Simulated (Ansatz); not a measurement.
# C3H2NO: the cost of one run

All numbers are computed with the Python package of Ansatz 0.2.0. Level of theory: PBE0/def2-SVP.

### Step 1. The structure

Bond lengths: N1–C2 1.157 Å, C2–C3 1.466 Å, C3–C4 1.495 Å, C4–O5 1.221 Å, C3–H6 1.110 Å, C3–H7 1.109 Å. Angles: N1–C2–C3 180.0°, C2–C3–C4 110.3°, C2–C3–H6 109.6°, C2–C3–H7 109.0°, C4–C3–H6 109.9°, C4–C3–H7 109.1°, H6–C3–H7 109.0°, C3–C4–O5 120.7°.

The script holds or builds the structure itself.

### Step 2. Script

Contents of c3h2no.py:

```python
import warnings

import ansatz as az
import numpy as np

warnings.simplefilter("ignore", az.DeckWarning)

geometry_ang = [
    ("N", (2.1148, -0.8995, 0.0469)),
    ("C", (1.139, -0.2778, 0.0218)),
    ("C", (-0.0967, 0.5104, -0.0095)),
    ("C", (-1.2294, -0.3225, -0.5164)),
    ("O", (-1.6457, -1.2703, 0.1312)),
    ("H", (-0.3276, 0.8811, 1.0113)),
    ("H", (0.0455, 1.3786, -0.6853)),
]
molecule = az.Crystal.molecule()
for symbol, xyz in geometry_ang:
    molecule = molecule.atom(symbol, xyz)

calc = (
    molecule.calculation()
    .basis(gaussian="def2-SVP")
    .functional("pbe0")
    .spin("collinear", total=1)
)
symbols = [site.symbol for site in molecule.cartesian_sites]
start = np.array([site.position_ang for site in molecule.cartesian_sites], dtype=float)
data = calc.relax(force_tolerance=0.003).run(threads=1).report
end = np.array(data["positions_ang"])

print("bond        before    after (A)")
for i, j in [(0, 1), (1, 2), (2, 3), (2, 5), (2, 6), (3, 4)]:
    d0, d1 = (np.linalg.norm(xyz[i] - xyz[j]) for xyz in (start, end))
    print(f"{symbols[i]}{i}-{symbols[j]}{j}".ljust(10), f"{d0:8.4f} {d1:8.4f}")

minimum = az.Crystal.molecule()
for symbol, xyz in zip(symbols, end):
    minimum = minimum.atom(symbol, xyz.tolist())
vibrating = (
    minimum.calculation()
    .basis(gaussian="def2-SVP")
    .functional("pbe0")
    .spin("collinear", total=1)
    .phonons(temperatures=(100, 500, 100))
)
vib = vibrating.run(threads=1).report["vibrations"]
sums = vib["harmonic_sums"]
modes = [m["omega_inv_cm"] for m in sums["modes_at_gamma"] if m["rigid_motion"] == "no"]
for number, w in enumerate(modes, start=1):
    print(f"mode {number:2d} {w:9.1f} 1/cm {w / 8065.544 * 1000:8.2f} meV")
print("imaginary modes:", sum(w < 0 for w in modes), " zero-point energy:", round(sums["zero_point_energy_ev"], 4), "eV")
print("T (K)   F_vib (eV)   S_vib (meV/K)   C_vib (meV/K)")
for row in zip(sums["temperatures_k"], sums["vibrational_free_energy_ev"], vib["entropy_ev_per_k"], vib["heat_capacity_ev_per_k"]):
    print(f"{row[0]:6.1f} {row[1]:11.4f} {1000 * row[2]:13.4f} {1000 * row[3]:15.4f}")
```

### Step 3. What the engine is handed

The engine receives this input (first run):

```yaml
crystal:
  periodic: [false, false, false]
  atoms:
    - { symbol: "N", position_ang: [2.1148, -0.8995, 0.0469] }
    - { symbol: C, position_ang: [1.139, -0.2778, 0.0218] }
    - { symbol: C, position_ang: [-0.0967, 0.5104, -0.0095] }
    - { symbol: C, position_ang: [-1.2294, -0.3225, -0.5164] }
    - { symbol: O, position_ang: [-1.6457, -1.2703, 0.1312] }
    - { symbol: H, position_ang: [-0.3276, 0.8811, 1.0113] }
    - { symbol: H, position_ang: [0.0455, 1.3786, -0.6853] }
basis:
  gaussian:
    orbitals: def2-SVP
hamiltonian:
  xc: pbe0
magnetization:
  spin_polarized: true
  initial_magnetization: 1.0
relax:
  f_tol: 0.003
```

### Step 4. Launch

Command:

```bash
> python c3h2no.py
```

What time and memory should one allow on 1 thread of Arm Neoverse V2, shared host?

About 2.4 min, with a peak of 0.27 GiB.
